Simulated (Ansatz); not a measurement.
The input, for Ansatz 0.2.0:

```yaml
crystal:
  periodic: [false, false, false]
  atoms:
    - {symbol: B, position_ang: [-0.970111, 0.000000, 0.938233]}
    - {symbol: Al, position_ang: [0.393833, 0.000000, -0.442477]}
    - {symbol: H, position_ang: [-0.137254, 0.000000, 1.781329]}
basis:
  gaussian: {orbitals: 6-31G}
magnetization: {spin_polarized: true, initial_magnetization: 3}
correlation: {method: ccsdtq, electrons: outside_noble_gas}
```

```sh
$ ansatz run in.yaml --threads 1 --pin off --events-out ev --progress --plain --max-ram 2393MiB
```

(1) Roughly how long does this take on 1 thread of Intel Xeon Platinum 8488C, shared host, and how much host memory?

```
511 factors; integrals over basis functions are off by at most 1.0e-7 eV
mean field evaluation 1: about -7264.2366 eV, gradient 7.7e0 eV
mean field evaluation 2: about -7264.2402 eV, gradient 7.7e0 eV
mean field evaluation 4: about -7265.2664 eV, gradient 1.7e0 eV
mean field evaluation 8: about -7265.3484 eV, gradient 2.7e-2 eV
mean field evaluation 16: about -7265.2627 eV, gradient 1.7e0 eV
mean field evaluation 32: about -7263.4667 eV, gradient 2.8e-1 eV
mean field evaluation 64: about -7262.5101 eV, gradient 1.3e0 eV
mean field evaluation 96: about -7259.4578 eV, gradient 1.0e-3 eV
mean field evaluation 128: about -7263.0847 eV, gradient 2.5e-3 eV
mean field -7265.34840190 eV, -266.9966291398 hartree, gradient 1.8e-6 eV, S^2 3.798435; 5 other end points of the search recorded, 0 dependent functions left out
determinant -7265.34840190 eV, -266.9966291398 hartree, with singles and doubles -7267.56042106 eV, -267.0779193447 hartree
determinant -7263.46464922 eV, -266.9274025056 hartree, with singles and doubles -7265.15053489 eV, -266.9893576613 hartree
determinant -7263.08465098 eV, -266.9134378279 hartree, with singles and doubles -7265.15320509 eV, -266.9894557894 hartree
determinant -7262.68334968 eV, -266.8986902771 hartree, with singles and doubles -7264.57750154 eV, -266.9682990742 hartree
6 core orbitals not correlated: weight in the atoms' cores, before any rotation towards them, 1.000 or more for the frozen orbitals, at most 0.000 for the correlated occupied ones
reference -7265.34840190 eV, -266.9966291398 hartree; 5, 2 occupied and 13, 16 virtual orbitals, 511 factors
second order -1.59062013 eV of doubles, -0.00000000 eV of singles
cycle   1  -1.95247696 eV  change   -3.6e-1 eV  update   7.4e-2
cycle   2  -2.24164560 eV  change   -2.9e-1 eV  update   4.0e-2
cycle   3  -2.28209414 eV  change   -4.0e-2 eV  update   1.8e-2
cycle   4  -2.29478592 eV  change   -1.3e-2 eV  update   9.7e-3
cycle   5  -2.30220152 eV  change   -7.4e-3 eV  update   4.8e-3
cycle   6  -2.30280668 eV  change   -6.1e-4 eV  update   2.9e-3
cycle   7  -2.30231635 eV  change    4.9e-4 eV  update   1.5e-3
cycle   8  -2.30273957 eV  change   -4.2e-4 eV  update   8.6e-4
cycle   9  -2.30296770 eV  change   -2.3e-4 eV  update   3.8e-4
cycle  10  -2.30272493 eV  change    2.4e-4 eV  update   1.9e-4
cycle  11  -2.30276849 eV  change   -4.4e-5 eV  update   1.1e-4
cycle  12  -2.30275661 eV  change    1.2e-5 eV  update   7.7e-5
cycle  13  -2.30281287 eV  change   -5.6e-5 eV  update   4.3e-5
cycle  14  -2.30283414 eV  change   -2.1e-5 eV  update   2.3e-5
cycle  15  -2.30282639 eV  change    7.8e-6 eV  update   1.1e-5
cycle  16  -2.30282146 eV  change    4.9e-6 eV  update   5.5e-6
cycle  17  -2.30281996 eV  change    1.5e-6 eV  update   3.1e-6
cycle  18  -2.30282038 eV  change   -4.3e-7 eV  update   1.8e-6
cycle  19  -2.30282146 eV  change   -1.1e-6 eV  update   9.8e-7
cycle  20  -2.30282182 eV  change   -3.7e-7 eV  update   4.6e-7
Total energy: -7267.65122372 eV, -267.0812562808 hartree
```

For the same geometry and basis full CI lies 0.2 meV higher.

Answers

(1) 12 s wall and 0.19 GiB.
